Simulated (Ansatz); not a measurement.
# Si2BH5 (SMILES B[SiH]=[SiH2]): functionals against CCSD(T) at one geometry

An exercise on one series of results from a longer session: the logs are not shown, and one member is left open.

Program: Ansatz 0.2.0, Gaussian basis. Level of theory: single points in def2-TZVPP. These are calculated values, not measurements.

Correlated methods freeze the cores.

### Where the work starts

SMILES `B[SiH]=[SiH2]`, 8 atoms, charge 0, spin multiplicity 1.

Atoms are counted from 1 here; the program's logs count them from 0.

Bond lengths: B1–Si2 1.802 Å, B1–H4 1.286 Å, B1–H5 1.373 Å, Si2–Si3 2.257 Å, Si2–H6 1.679 Å, Si3–H7 1.389 Å, Si3–H8 1.297 Å. Angles: Si2–B1–H4 106.5°, Si2–B1–H5 120.2°, H4–B1–H5 119.4°, B1–Si2–Si3 133.5°, B1–Si2–H6 126.8°, Si3–Si2–H6 98.5°, Si2–Si3–H7 128.3°, Si2–Si3–H8 115.2°, H7–Si3–H8 116.4°.

Coordinates:

```xyz
8
BH5Si2
B    -1.3164    1.0459   -0.8089
Si    0.1673    0.5733    0.0973
Si    1.0197   -1.4091    0.7596
H    -1.7350   -0.0154   -1.4021
H    -1.3693    2.2505   -1.4658
H     1.1603    1.5846    0.9970
H     2.1174   -1.6440    1.5774
H     0.4322   -2.4549    0.2673
```

The first run:

Input file run/in.yaml:

```yaml
crystal:
  periodic: [false, false, false]
  atoms:
    - {symbol: B, position_ang: [-1.316400, 1.045900, -0.808900]}
    - {symbol: Si, position_ang: [0.167300, 0.573300, 0.097300]}
    - {symbol: Si, position_ang: [1.019700, -1.409100, 0.759600]}
    - {symbol: H, position_ang: [-1.735000, -0.015400, -1.402100]}
    - {symbol: H, position_ang: [-1.369300, 2.250500, -1.465800]}
    - {symbol: H, position_ang: [1.160300, 1.584600, 0.997000]}
    - {symbol: H, position_ang: [2.117400, -1.644000, 1.577400]}
    - {symbol: H, position_ang: [0.432200, -2.454900, 0.267300]}
basis:
  gaussian: {orbitals: def2-TZVPP}
correlation: {method: ccsd_t}
output: {forces: true}
```

The command line of these runs was not kept.

Steps of the session up to this table: CCSD(T)/def2-TZVPP; PBE0-D4/def2-TZVPP; wB97M-V/def2-TZVPP; r2SCAN-D4/def2-TZVPP; PBE-D4/def2-TZVPP; wB97X-V/def2-TZVPP; BHLYP-D4/def2-TZVPP.

One table of the session follows, with a row left open; its other results are not shown here.

```
   method  RMS force component (eV/Å)  angle to CCSD(T) forces (°)  dipole (D)
  CCSD(T)                       2.336                    reference        2.42
  PBE0-D4                       2.341                          2.5        2.58
  wB97M-V                       2.376                          3.4        2.67
r2SCAN-D4                       2.307                          2.1        2.56
   PBE-D4                       2.250                          4.0        2.57
  wB97X-V                           ?                            ?           ?
 BHLYP-D4                       2.407                          3.6        2.57
```

Estimate the missing values for wB97X-V.

The run gave: RMS force component (eV/Å): 2.455; angle to CCSD(T) forces (°): 3.8; dipole (D): 2.61. In the column «RMS force component (eV/Å)» it is the highest.
